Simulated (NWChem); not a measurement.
Program: NWChem. System: pyridine (C5H5N), charge 0, spin multiplicity 1, at a geometry optimised with PBE0/def2-SVP. Level: RHF/def2-SVP.

The NWChem input:

```
start mol
memory heap 200 mb stack 900 mb global 1100 mb
geometry units angstroms nocenter noautoz
  C      0.000000     0.000000     1.382730
  C     -1.197066     0.000000     0.670729
  C     -1.138719     0.000000    -0.723499
  N      0.000000     0.000000    -1.411618
  C      1.138719     0.000000    -0.723499
  C      1.197066     0.000000     0.670729
  H      0.000000     0.000000     2.475926
  H     -2.161822     0.000000     1.183094
  H     -2.064130     0.000000    -1.311967
  H      2.064130     0.000000    -1.311967
  H      2.161822     0.000000     1.183094
  symmetry group C2v
end
basis spherical
  * library def2-svp
end
scf
  rhf
  nopen 0
  maxiter 100
  thresh 1e-7
  semidirect memsize 60000000 filesize 0
end
task scf energy
```

Output (cleaned and shortened):

```
             Northwest Computational Chemistry Package (NWChem) 7.3.0
             --------------------------------------------------------

                                NWChem Input Module
                                -------------------

 Scaling coordinates for geometry "geometry" by  1.889725989
 (inverse scale =  0.529177249)

 Turning off AUTOSYM since
 SYMMETRY directive was detected!

                             Geometry "geometry" -> ""
                             -------------------------

 Output coordinates in angstroms (scale by  1.889725989 to convert to a.u.)

  No.       Tag          Charge          X              Y              Z
 ---- ---------------- ---------- -------------- -------------- --------------
    1 C                    6.0000     0.00000000     0.00000000     1.38273000
    2 C                    6.0000    -1.19706600     0.00000000     0.67072900
    3 C                    6.0000    -1.13871900     0.00000000    -0.72349900
    4 N                    7.0000     0.00000000     0.00000000    -1.41161800
    5 C                    6.0000     1.13871900     0.00000000    -0.72349900
    6 C                    6.0000     1.19706600     0.00000000     0.67072900
    7 H                    1.0000     0.00000000     0.00000000     2.47592600
    8 H                    1.0000    -2.16182200     0.00000000     1.18309400
    9 H                    1.0000    -2.06413000     0.00000000    -1.31196700
   10 H                    1.0000     2.06413000     0.00000000    -1.31196700
   11 H                    1.0000     2.16182200     0.00000000     1.18309400

 Effective nuclear repulsion energy (a.u.)     206.1800673303

            Nuclear Dipole moment (a.u.)
            ----------------------------
        X                 Y               Z
 ---------------- ---------------- ----------------
    -0.0000000000     0.0000000000    -0.0000113384

      Symmetry information
      --------------------

 Group name             C2v
 Group number             16
 Group order               4
 No. of unique centers     7

      Symmetry unique atoms
[...]
    36      0.215138   3 C  py               64     -0.215138   5 C  py

 Vector   22  Occ=0.000000D+00  E= 1.133936D-01  Symmetry=b2
              MO Center= -3.8D-15,  4.6D-17,  1.7D-01, r^2= 3.5D+00
   Bfn.  Coefficient  Atom+Function         Bfn.  Coefficient  Atom+Function
  ----- ------------  ---------------      ----- ------------  ---------------
     8      0.639533   1 C  py               50      0.454916   4 N  py
     5      0.337672   1 C  py               22     -0.312468   2 C  py
    78     -0.312468   6 C  py               47     -0.309541   4 N  py
    36     -0.240025   3 C  py               64     -0.240025   5 C  py
    33     -0.174132   3 C  py               61     -0.174132   5 C  py

 Vector   23  Occ=0.000000D+00  E= 1.256479D-01  Symmetry=a2
              MO Center= -1.2D-15,  3.6D-17, -5.8D-02, r^2= 3.6D+00
   Bfn.  Coefficient  Atom+Function         Bfn.  Coefficient  Atom+Function
  ----- ------------  ---------------      ----- ------------  ---------------
    36     -0.520813   3 C  py               64      0.520813   5 C  py
    22      0.509916   2 C  py               78     -0.509916   6 C  py
    33     -0.294163   3 C  py               61      0.294163   5 C  py
    19      0.267192   2 C  py               75     -0.267192   6 C  py

 Vector   24  Occ=0.000000D+00  E= 1.817310D-01  Symmetry=a1
              MO Center=  1.3D-15, -1.7D-18,  1.4D+00, r^2= 8.4D+00
   Bfn.  Coefficient  Atom+Function         Bfn.  Coefficient  Atom+Function
  ----- ------------  ---------------      ----- ------------  ---------------
    86      1.274296   7 H  s                91      1.027442   8 H  s
   106      1.027442  11 H  s                 3     -0.925233   1 C  s
    17     -0.720368   2 C  s                73     -0.720368   6 C  s
    96      0.590010   9 H  s               101      0.590010  10 H  s
     9     -0.499874   1 C  pz               31     -0.413031   3 C  s

 center of mass
 --------------
 x =  -0.00000000 y =   0.00000000 z =  -0.05272075

 moments of inertia (a.u.)
 ------------------
         309.304359170450           0.000000000000           0.000000000000
           0.000000000000         607.558165194445           0.000000000000
           0.000000000000           0.000000000000         298.253806023995

  Mulliken analysis of the total density
  --------------------------------------

    Atom       Charge   Shell Charges
 -----------   ------   -------------------------------------------------------
    1 C    6     5.97   1.99  0.89  0.22  2.00  0.82  0.05
    2 C    6     6.13   1.99  0.88  0.28  2.03  0.90  0.04
    3 C    6     5.86   1.99  0.89  0.21  1.98  0.72  0.07
    4 N    7     7.34   1.99  1.02  0.53  2.32  1.45  0.03
    5 C    6     5.86   1.99  0.89  0.21  1.98  0.72  0.07
    6 C    6     6.13   1.99  0.88  0.28  2.03  0.90  0.04
    7 H    1     0.94   0.75  0.16  0.03
    8 H    1     0.95   0.75  0.17  0.03
    9 H    1     0.94   0.76  0.16  0.02
   10 H    1     0.94   0.76  0.16  0.02
   11 H    1     0.95   0.75  0.17  0.03

       Multipole analysis of the density wrt the origin
       ------------------------------------------------

     L   x y z        total         open         nuclear
     -   - - -        -----         ----         -------
     0   0 0 0     -0.000000      0.000000     42.000000

     1   1 0 0      0.000000      0.000000     -0.000000
     1   0 1 0     -0.000000      0.000000      0.000000
     1   0 0 1      0.903292      0.000000     -0.000011

     2   2 0 0    -21.942119      0.000000    180.781523
     2   1 1 0      0.000000      0.000000      0.000000
     2   1 0 1      0.000000      0.000000      0.000000
     2   0 2 0    -28.617614      0.000000      0.000000
     2   0 1 1      0.000000      0.000000      0.000000
     2   0 0 2    -27.268754      0.000000    176.669110

 Task  times  cpu:        1.2s     wall:        1.2s

 Total times  cpu:        1.2s     wall:        1.2s
```
